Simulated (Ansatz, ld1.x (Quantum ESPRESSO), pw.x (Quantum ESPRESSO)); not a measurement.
# Mg (Z = 12): does the ultrasoft potential hold in the solid?

- Element: magnesium
- Generator: ld1.x (Quantum ESPRESSO) 7.5
- Type: ultrasoft
- Functional: LDA (PW92)
- Relativity: scalar-relativistic
- Frozen core: [He]
- Valence charge: 10
- Reference configuration: 2s2 2p6 3s2 3p0
- Partial waves: 2s (bound): rcut 1.00, rcutus 1.05 bohr; 3s (bound): rcut 1.00, rcutus 1.05 bohr; 2p (bound): rcut 1.40, rcutus 1.60 bohr; 3p (bound, empty): rcut 1.40, rcutus 1.60 bohr; 3d channel at -0.05 Ry: rcut 0.90, rcutus 1.15 bohr; 3d channel at 1.85 Ry: rcut 0.90, rcutus 1.15 bohr
- Local potential: all-electron potential smoothed inside 0.85 bohr (lloc = -2)
- Core correction: none
- Augmentation charge: PSQ, inside the norm-conserving radii

Crystal test: bcc Mg in pw.x 7.5, no spin, 13³ k-points, Fermi–Dirac smearing 0.01 Ry, cutoffs 100/800 Ry. The reference is all-electron LAPW (Ansatz 0.2.0) with the same functional, mesh and smearing; V0 and B0 come from Birch–Murnaghan fits to the pressures at five volumes. Errors are pseudo minus all-electron; Δ is the rms difference of the E(V) curves that follow from these fits, minima aligned, over ±6 % about the mean V0. Mesh and smearing are coarse, so the numbers serve the comparison and aren't converged zero-temperature values; the lattice is a test structure that the element need not adopt.

All-electron: a0 = 3.513 Å (V0 = 21.67 Å³/atom), B0 = 38.2 GPa.

**Question.** How far does the potential miss the all-electron equation of state?

**Answer.** mean pressure error (GPa): +0.55; a0 (Å): 3.529; a0 error (%): +0.47; B0 error (%): -1.8; Δ (meV/atom): 2.5. Atomic configuration tests: 2 of 9 tests not solved or not reliable.

```
V (Å³/atom)  P all-electron (GPa)  P pseudo (GPa)
     20.498                  2.38            3.01
     21.038                  1.20            1.79
     21.577                  0.17            0.71
     22.116                 -0.75           -0.24
     22.656                 -1.55           -1.07
```

**Question.** At the middle volume, how do free energy and pressure move when the wave cutoff is lowered (ecutrho held at 800 Ry)?

**Answer.**

```json
{"cutoff (Ry)": "45", "shift of F (meV/atom)": "+316.5", "shift of P (GPa)": "-10.94"}
{"cutoff (Ry)": "60", "shift of F (meV/atom)": "+42.1", "shift of P (GPa)": "-0.43"}
{"cutoff (Ry)": "80", "shift of F (meV/atom)": "+9.5", "shift of P (GPa)": "-0.36"}
```

The run at the middle volume (84 k-points, 9 iterations) took about 23 s on one core of a shared host (AMD EPYC 9R45 96-Core Processor, 96 threads, 376 GiB, load 51).
